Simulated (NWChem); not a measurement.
System: BCl₃; SMILES ClB(Cl)Cl

Input file for NWChem:

```
start job
memory heap 200 mb stack 900 mb global 1100 mb
geometry units angstroms noautosym nocenter noautoz
  B      0.000000     0.000000     0.000000
  Cl     0.876170     1.505687     0.000000
  Cl     0.865878    -1.511629     0.000000
  Cl    -1.742048     0.005942     0.000000
end
basis spherical
  * library def2-svpd
end
dft
  xc xcamb88 1.00 lyp 0.81 vwn_5 0.19 hfexch 1.00
  cam 0.33 cam_alpha 0.19 cam_beta 0.46
  iterations 150
end
property
  response 1 0.0
end
task dft property
```

Excerpt of the output:

```
             Northwest Computational Chemistry Package (NWChem) 7.3.0
             --------------------------------------------------------

                             Geometry "geometry" -> ""
                             -------------------------

 Output coordinates in angstroms (scale by  1.889725989 to convert to a.u.)

  No.       Tag          Charge          X              Y              Z
 ---- ---------------- ---------- -------------- -------------- --------------
    1 B                    5.0000     0.00000000     0.00000000     0.00000000
    2 Cl                  17.0000     0.87617000     1.50568700     0.00000000
    3 Cl                  17.0000     0.86587800    -1.51162900     0.00000000
    4 Cl                  17.0000    -1.74204800     0.00594200     0.00000000

 Effective nuclear repulsion energy (a.u.)     229.5139013649

                              NWChem Property Module
                              ----------------------

                                 NWChem DFT Module
                                 -----------------

 Summary of "ao basis" -> "ao basis" (spherical)
 ------------------------------------------------------------------------------
       Tag                 Description            Shells   Functions and Types
 ---------------- ------------------------------  ------  ---------------------
 B                         def2-svpd                 8       20   4s2p2d
 Cl                        def2-svpd                11       27   5s4p2d

            General Information
            -------------------
          SCF calculation type: DFT
          Wavefunction type:  closed shell.
          No. of atoms     :     4
          No. of electrons :    56
           Alpha electrons :    28
            Beta electrons :    28
          Charge           :     0
          Spin multiplicity:     1
          Use of symmetry is: off; symmetry adaption is: off
          Maximum number of iterations: 150
          AO basis - number of functions:   101
                     number of shells:    41
          Convergence on energy requested:  1.00D-06
          Convergence on density requested:  1.00D-05
          Convergence on gradient requested:  5.00D-04

              XC Information
              --------------
                     Hartree-Fock (Exact) Exchange  1.000
                   CAM-Becke88 Exchange Functional  1.000
                      VWN V Correlation Functional  0.190 local
              Lee-Yang-Parr Correlation Functional  0.810

           Range-Separation Parameters
           ---------------------------
           Alpha           :  0.19
           Beta            :  0.46
           Gamma           :  0.33
           Short-Range HF  :     F

             Grid Information
             ----------------
          Grid used for XC integration:  medium
          Radial quadrature: Mura-Knowles
          Angular quadrature: Lebedev.
          Tag              B.-S. Rad. Rad. Pts. Rad. Cut. Ang. Pts.
          ---              ---------- --------- --------- ---------
          B                   0.85       49          10.0       434
          Cl                  1.00       88          12.0       590
          Grid pruning is: on
          Number of quadrature shells:   313
          Spatial weights used:  Erf1

      Superposition of Atomic Density Guess
      -------------------------------------

 Sum of atomic energies:       -1402.49293214

      Non-variational initial energy
      ------------------------------

 Total energy =   -1403.653516
 1-e energy   =   -2393.901038
 2-e energy   =     760.733621
 HOMO         =      -0.407078
 LUMO         =       0.036051

   convergence    iter        energy       DeltaE   RMS-Dens  Diis-err
 ---------------- ----- ----------------- --------- --------- ---------
 d= 0,ls=0.0,diis     1  -1405.0778118000 -1.63D+03  1.22D-02  7.21D-01
 d= 0,ls=0.0,diis     2  -1405.0836097155 -5.80D-03  7.03D-03  5.77D-01
 d= 0,ls=0.0,diis     3  -1405.1592197934 -7.56D-02  1.10D-03  1.94D-02
 d= 0,ls=0.0,diis     4  -1405.1620673849 -2.85D-03  1.86D-04  1.95D-04
 d= 0,ls=0.0,diis     5  -1405.1620929638 -2.56D-05  4.84D-05  1.42D-05
  Resetting Diis
 d= 0,ls=0.0,diis     6  -1405.1620956995 -2.74D-06  8.18D-06  4.00D-07
 d= 0,ls=0.0,diis     7  -1405.1620957732 -7.37D-08  1.23D-06  5.15D-09

         Total DFT energy =    -1405.162095773241
      One electron energy =    -2395.110923329608
           Coulomb energy =      849.250949515792
    Exchange-Corr. energy =      -88.816023324321
 Nuclear repulsion energy =      229.513901364896

 Numeric. integr. density =       55.999999447278

                       DFT Final Molecular Orbital Analysis
                       ------------------------------------

 Vector   26  Occ=2.000000D+00  E=-4.162324D-01
              MO Center=  6.1D-01,  5.8D-01,  1.9D-10, r^2= 3.4D+00
   Bfn.  Coefficient  Atom+Function         Bfn.  Coefficient  Atom+Function
  ----- ------------  ---------------      ----- ------------  ---------------
    34      0.500415  2 Cl pz                31      0.400293  2 Cl pz
    61     -0.312792  3 Cl pz                58     -0.250209  3 Cl pz
    28      0.228861  2 Cl pz                88     -0.187623  4 Cl pz
    85     -0.150084  4 Cl pz                55     -0.143053  3 Cl pz
    82     -0.085808  4 Cl pz                37      0.080454  2 Cl pz

 Vector   27  Occ=2.000000D+00  E=-4.162323D-01
              MO Center= -6.1D-01, -5.8D-01,  1.2D-09, r^2= 3.4D+00
   Bfn.  Coefficient  Atom+Function         Bfn.  Coefficient  Atom+Function
  ----- ------------  ---------------      ----- ------------  ---------------
    88      0.469505  4 Cl pz                61     -0.397239  3 Cl pz
    85      0.375567  4 Cl pz                58     -0.317760  3 Cl pz
    82      0.214725  4 Cl pz                55     -0.181674  3 Cl pz
    91      0.075484  4 Cl pz                34     -0.072266  2 Cl pz
    64     -0.063866  3 Cl pz                31     -0.057808  2 Cl pz

 Vector   28  Occ=2.000000D+00  E=-3.878250D-01
              MO Center= -1.5D-05, -9.9D-07,  7.9D-11, r^2= 4.3D+00
   Bfn.  Coefficient  Atom+Function         Bfn.  Coefficient  Atom+Function
  ----- ------------  ---------------      ----- ------------  ---------------
    87      0.374570  4 Cl py                32      0.323745  2 Cl px
    59     -0.325023  3 Cl px                84      0.301492  4 Cl py
    29      0.260582  2 Cl px                56     -0.261611  3 Cl px
    33     -0.188389  2 Cl py                60     -0.186176  3 Cl py
    81      0.170852  4 Cl py                30     -0.151634  2 Cl py

 Vector   29  Occ=0.000000D+00  E=-2.582615D-02
              MO Center= -2.5D-07, -5.6D-08, -1.5D-09, r^2= 3.2D+00
   Bfn.  Coefficient  Atom+Function         Bfn.  Coefficient  Atom+Function
  ----- ------------  ---------------      ----- ------------  ---------------
     7      0.621408  1 B  pz                10     -0.375520  1 B  pz
    34      0.246822  2 Cl pz                61      0.246822  3 Cl pz
    88      0.246822  4 Cl pz                31      0.155479  2 Cl pz
    58      0.155479  3 Cl pz                85      0.155479  4 Cl pz
   100      0.096735  4 Cl d  1              37      0.093017  2 Cl pz

 Vector   30  Occ=0.000000D+00  E= 1.665059D-02
              MO Center=  6.0D-06, -1.7D-06,  2.5D-07, r^2= 1.4D+01
   Bfn.  Coefficient  Atom+Function         Bfn.  Coefficient  Atom+Function
  ----- ------------  ---------------      ----- ------------  ---------------
     4      8.392874  1 B  s                 25     -2.895213  2 Cl s
    52     -2.895232  3 Cl s                 79     -2.895243  4 Cl s
    89     -1.053819  4 Cl px                 3      1.002903  1 B  s
    36      0.910824  2 Cl py                63     -0.914427  3 Cl py
    35      0.530016  2 Cl px                62      0.523795  3 Cl px

 Vector   31  Occ=0.000000D+00  E= 6.729457D-02
              MO Center= -1.1D+00,  4.1D-01,  3.4D-08, r^2= 1.6D+01
   Bfn.  Coefficient  Atom+Function         Bfn.  Coefficient  Atom+Function
  ----- ------------  ---------------      ----- ------------  ---------------
    89      1.781856  4 Cl px                79      1.601380  4 Cl s
    25     -1.058075  2 Cl s                 35      1.004785  2 Cl px
    62      0.814282  3 Cl px                36      0.777162  2 Cl py
    52     -0.543293  3 Cl s                  8      0.463496  1 B  px
    78      0.291691  4 Cl s                 63     -0.230095  3 Cl py

     Multipole analysis of the density
     ---------------------------------

     L   x y z        total         alpha         beta         nuclear
     -   - - -        -----         -----         ----         -------
     0   0 0 0     -0.000000    -28.000000    -28.000000     56.000000

     1   1 0 0      0.000007      0.000003      0.000003      0.000000
     1   0 1 0      0.000001      0.000000      0.000000     -0.000000
     1   0 0 1     -0.000000     -0.000000     -0.000000      0.000000

[...]

 DFT Linear Response polarizability / au
 Frequency  =       0.0000000 / au
              X              Y              Z
 -----------------------------------------------
 X      61.5198966      0.0000105     -0.0000000
 Y       0.0000105     61.5199757     -0.0000002
 Z      -0.0000000     -0.0000002     40.6743320
 -----------------------------------------------
 Eigenvalues =      61.5198952     61.5199770     40.6743320
 Isotropic   =      54.5714014
 Anisotropic =      20.8456041
 -----------------------------------------------

 Magnetic Dipole Response Matrix (nonzero elements):

 Exiting AOResponse driver routine
```

Level: CAM-B3LYP/def2-SVPD. The geometry was optimised at PBE0/def2-SVP.
